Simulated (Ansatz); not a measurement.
# BSiH5 (triplet): wave-function methods side by side at a displaced geometry (v2), cc-pVDZ

How much of the correlation energy of BSiH5 (triplet) does each wave-function method recover here?

Program: Ansatz 0.2.0, Gaussian basis. Level of theory: cc-pVDZ, core rule «outside noble gas», up to 6 orbitals frozen. These are calculated values, not measurements.

Plan: UHF; CCSD(T) on ROHF; CCSD(T) on UHF; BCCD(T) on ROHF; CISD as a restricted active space (open shells left free, so some higher excitations enter); CCSDT(Q) on ROHF; CCSDT(Q) on UHF.

23 further runs of the same task are left out: 10 that didn't finish, 13 set aside as unsound or not needed. Runs told in other sessions of the task aren't counted.

### 1 The system

The geometry is a PBE0/def2-TZVP stationary point (not a proven minimum) with its atoms shifted at random (size 0.100 Å).

7 atoms, charge 0, spin multiplicity 3.

Atoms are counted from 1 here; the program's logs count them from 0.

Bond lengths: Si1–B2 2.079 Å, Si1–H3 1.468 Å, Si1–H4 1.424 Å, Si1–H5 1.574 Å, B2–H6 1.226 Å, B2–H7 1.079 Å. Angles: B2–Si1–H3 109.5°, B2–Si1–H4 110.5°, B2–Si1–H5 101.5°, H3–Si1–H4 112.7°, H3–Si1–H5 105.8°, H4–Si1–H5 116.1°, Si1–B2–H6 94.3°, Si1–B2–H7 93.9°, H6–B2–H7 140.1°.

As a file:

```xyz
7
BH5Si
Si    0.02894    0.00684    0.58066
B     0.01031    0.01521   -1.49812
H     0.62088   -1.24791    1.05913
H     0.70399    1.15821    1.07734
H    -1.50697   -0.09161    0.90841
H    -0.29837   -1.16791   -1.59309
H    -0.43644    0.99552   -1.56303
```

### 2 UHF

Contents of in.yaml:

```yaml
crystal:
  periodic: [false, false, false]
  atoms:
    - {symbol: Si, position_ang: [0.028938, 0.006838, 0.580664]}
    - {symbol: B, position_ang: [0.010307, 0.015211, -1.498115]}
    - {symbol: H, position_ang: [0.620883, -1.247908, 1.059127]}
    - {symbol: H, position_ang: [0.703992, 1.158215, 1.077340]}
    - {symbol: H, position_ang: [-1.506967, -0.091613, 0.908414]}
    - {symbol: H, position_ang: [-0.298368, -1.167911, -1.593088]}
    - {symbol: H, position_ang: [-0.436444, 0.995515, -1.563029]}
basis:
  gaussian: {orbitals: cc-pVDZ}
magnetization: {spin_polarized: true, initial_magnetization: 2}
hamiltonian: {xc: hf}
output: {orbitals: {seedname: orbitals}}
```

Run with:

```sh
ansatz run in.yaml --threads 1 --pin off --events-out ev --progress --plain --max-ram 2393MiB
```

Further steps of the session: CCSD(T) on ROHF; CCSD(T) on UHF; BCCD(T) on ROHF; CISD as a restricted active space (open shells left free, so some higher excitations enter); CCSDT(Q) on ROHF; CCSDT(Q) on UHF.

Q: Predict the results of all the runs planned. Wanted: UCCSDT(Q) from the RHF energy; RMP2 from UCCSDT(Q); UMP2 from UCCSDT(Q); RCCSD from UCCSDT(Q); RCCSD(T) from UCCSDT(Q); UCCSD(T) from UCCSDT(Q); RCCSDT(Q) from UCCSDT(Q); T1 diagnostic.

The runs gave:

| quantity | value |
| --- | --- |
| UCCSDT(Q) from the ROHF energy | -6.3550 eV |
| RMP2 from UCCSDT(Q) | +134.5 kJ/mol |
| UMP2 from UCCSDT(Q) | +134.4 kJ/mol |
| RCCSD from UCCSDT(Q) | +16.6 kJ/mol |
| RCCSD(T) from UCCSDT(Q) | +3.5 kJ/mol |
| UCCSD(T) from UCCSDT(Q) | +3.5 kJ/mol |
| RCCSDT(Q) from UCCSDT(Q) | +0.1 kJ/mol |
| levels within 1 kcal/mol (43 meV) | RCCSD(T), UCCSD(T), BCCD(T), RCCSDT, UCCSDT, RCCSDT(Q) |
| T1 diagnostic | 0.019 |

In words: RCCSD(T) lands +3.5 kJ/mol from the yardstick (0.6 % of the correlation energy). These misses are within one basis, not against nature; the frozen cores of restricted and unrestricted runs differ, which can shift their rows.

With open shells the CI space here admits some higher excitations, so it is larger than plain CISD.
